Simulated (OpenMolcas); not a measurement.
# doublet CH2ClF− at 6 levels

We compute a comparison of 6 runs (UHF/3-21G, UB3LYP/aug-cc-pVDZ, UPBE/aug-cc-pVDZ, UPBE0/aug-cc-pVDZ, USVWN5/aug-cc-pVDZ, UTPSS/aug-cc-pVDZ) of doublet CH2ClF−. 

Program for the calculation: OpenMolcas 26.06.

**1. The system as given**

CH2ClF−: 5 atoms, total charge -1, spin state doublet. SMILES of the parent species: `FCCl`. The coordinates come from a PBE0-D4/def2-TZVP relaxation. That shape belongs to the parent species and isn't relaxed for this state.

Bond lengths: F1–C2 1.355 Å, C2–Cl3 1.766 Å, C2–H4 1.089 Å, C2–H5 1.089 Å. Angles: F1–C2–Cl3 110.5°, F1–C2–H4 109.3°, F1–C2–H5 109.3°, Cl3–C2–H4 107.8°, Cl3–C2–H5 107.8°, H4–C2–H5 112.3°.

**2. A single-point energy at UHF/3-21G (run 1)**

calc.inp

```
>>> EXPORT MOLCAS_PRINT=2

&GATEWAY
  BASLIB=$CurrDir
  COORD
  5
  angstrom
  F       -0.970450       0.560520       0.766500
  C        0.083560       0.089320       0.058070
  Cl      -0.422970      -1.232890      -0.998060
  H        0.832130      -0.302600       0.745580
  H        0.477720       0.885670      -0.572080
  BASIS=3-21G
  GROUP=NoSym

&SEWARD

&SCF
  UHF
  CHARGE=-1
  SPIN=2
  THRESHOLDS=1e-10 1e-07 1e-07 1e-05
  PRORBITALS=1 1
```

The basis set 3-21G is read from a file made from the Basis Set Exchange's data (not shown).

Run with:

```bash
$ export MOLCAS_MEM=1860
$ pymolcas calc.inp > calc.log
```

What it wrote:

```text
--- Start Module: gateway ---
[...]
--- Stop Module: gateway /rc=_RC_ALL_IS_WELL_ ---
--- Start Module: seward ---
[...]
      Basis functions           35
--- Stop Module: seward /rc=_RC_ALL_IS_WELL_ ---
--- Start Module: scf ---
[...]
       Convergence after  22 Iterations
[...]
::    Total SCF energy                               -594.8296506903
[...]
      Total spin, S                                     0.5034342413
[...]
      Total electronic charge=   35.000000
      Total            charge=   -1.000000
[...]
      Dipole Moment (debye):
      Origin of the operator (angstrom)=   -0.4546   -0.4531   -0.2864
                   X=  6.5662E-01               Y=  1.5855E+00               Z=  1.2532E+00           Total=  2.1249E+00
      Center of Charge (angstrom)
[...]
--- Stop Module: scf /rc=_RC_ALL_IS_WELL_ ---
[...]
```

Wall time 1.8 s (1 thread of Arm Neoverse V2, shared host); peak memory 0.37 GiB.

**3. The energy at UB3LYP/aug-cc-pVDZ (run 2)**

calc.input

```
* CH2ClF Kohn-Sham DFT

&GATEWAY
 BASLIB=$CurrDir
 COORD
 5
 angstrom
 F       -0.970450       0.560520       0.766500
 C        0.083560       0.089320       0.058070
 Cl      -0.422970      -1.232890      -0.998060
 H        0.832130      -0.302600       0.745580
 H        0.477720       0.885670      -0.572080
 BASIS=aug-cc-pVDZ
 GROUP=NoSym

&SEWARD
 GRIDINPUT
 Grid=UltraFine
 End of Grid

&SCF
 UHF
 CHARGE=-1
 SPIN=2
 KSDFT=B3LYP
 THRESHOLDS=1e-10 1e-07 1e-07 1e-05
 PRORBITALS=1 1
```

The basis set aug-cc-pVDZ is read from a file made from the Basis Set Exchange's data (not shown).

Run with:

```bash
$ export MOLCAS_MEM=1860
$ pymolcas calc.input > calc.log
```

What it wrote:

```text
--- Start Module: gateway ---
[...]
--- Stop Module: gateway /rc=_RC_ALL_IS_WELL_ ---
--- Start Module: seward ---
[...]
      Basis functions           91
--- Stop Module: seward /rc=_RC_ALL_IS_WELL_ ---
[...]
--- Start Module: scf ---
[...]
       Convergence after  20 Iterations
[...]
::    Total KS-DFT energy                            -599.3621043330
[...]
      Total spin, S                                     0.5000302853
[...]
      Total electronic charge=   35.000000
      Total            charge=   -1.000000
[...]
      Dipole Moment (debye):
      Origin of the operator (angstrom)=   -0.4546   -0.4531   -0.2864
                   X= -6.5533E+00               Y= -4.4015E+00               Z= -2.2067E+00           Total=  8.1968E+00
      Center of Charge (angstrom)
[...]
--- Stop Module: scf /rc=_RC_ALL_IS_WELL_ ---
[...]
```

It took 44 s on 1 thread of Arm Neoverse V2, shared host; peak memory 0.5 GiB.

Runs 3 to 5 aren't shown in full; the table further down has their settings and results.

**4. The energy at UTPSS/aug-cc-pVDZ (run 6)**

test.inp

```
&GATEWAY
 BASLIB = $CurrDir
 COORD
 5
 bohr
 F     -1.83388472     1.05922929     1.44847507
 C      0.15790551     0.16879034     0.10973640
 Cl    -0.79929746    -2.32982444    -1.88606006
 H      1.57249780    -0.57183113     1.40894200
 H      0.90275996     1.67367374    -1.08107452
 BASIS = aug-cc-pVDZ
 GROUP = NoSym

&SEWARD
 GRIDINPUT
 Grid=UltraFine
 End of Grid

&SCF
 UHF
 CHARGE = -1
 SPIN = 2
 KSDFT = 2
 1.0 MGGA_X_TPSS
 1.0 MGGA_C_TPSS
 THRESHOLDS = 1e-10 1e-07 1e-07 1e-05
 PRORBITALS = 1 2
```

The basis set aug-cc-pVDZ is read from a file made from the Basis Set Exchange's data (not shown).

Run with:

```bash
$ export MOLCAS_MEM=1860
$ pymolcas test.inp > test.log
```

What it wrote:

```text
--- Start Module: gateway ---
[...]
--- Stop Module: gateway /rc=_RC_ALL_IS_WELL_ ---
--- Start Module: seward ---
[...]
      Basis functions           91
--- Stop Module: seward /rc=_RC_ALL_IS_WELL_ ---
[...]
--- Start Module: scf ---
[...]
       Convergence after  19 Iterations
[...]
::    Total KS-DFT energy                            -599.3814220023
[...]
      Total spin, S                                     0.5000736565
[...]
      Total electronic charge=   35.000000
      Total            charge=   -1.000000
[...]
      Dipole Moment (debye):
      Origin of the operator (angstrom)=   -0.4546   -0.4531   -0.2864
                   X= -6.9158E+00               Y= -4.6402E+00               Z= -2.3244E+00           Total=  8.6466E+00
      Center of Charge (angstrom)
[...]
--- Stop Module: scf /rc=_RC_ALL_IS_WELL_ ---
[...]
```

Run time: 68 s. Hardware: 1 thread of Arm Neoverse V2, shared host; peak memory 0.5 GiB.

**5. Overview of the runs**

```csv
run,level,integration grid,energy (Eh),HOMO energy (eV),LUMO energy (eV),⟨S²⟩,wall time
1,UHF/3-21G,–,-594.829651,3.27,13.58,0.757,1.8 s
2,UB3LYP/aug-cc-pVDZ,UltraFine,-599.362104,1.66,2.68,0.750,44 s
3,UPBE/aug-cc-pVDZ,UltraFine,-599.013736,1.84,2.33,0.750,42 s
4,UPBE0/aug-cc-pVDZ,UltraFine,-599.053762,1.53,2.67,0.750,43 s
5,USVWN5/aug-cc-pVDZ,UltraFine,-596.860886,1.86,2.28,0.750,26 s
6,UTPSS/aug-cc-pVDZ,UltraFine,-599.381422,1.89,2.15,0.750,68 s
```

**6. Results**

| quantity | value |
| --- | --- |
| run 6: total energy | -599.38142 Eh |
| run 6: HOMO energy (highest over α and β) | 1.89 eV |
| run 6: LUMO energy (lowest over α and β) | 2.15 eV |
| run 6: ⟨S²⟩ | 0.750 |

**Reading.** Totals of different functionals can't be ranked against each other. In runs 1, 2, 3, 4, 5, 6 the HOMO lies above zero, so the outermost electron may be held by the basis alone. All runs together took 3.8 min, the longest 68 s.
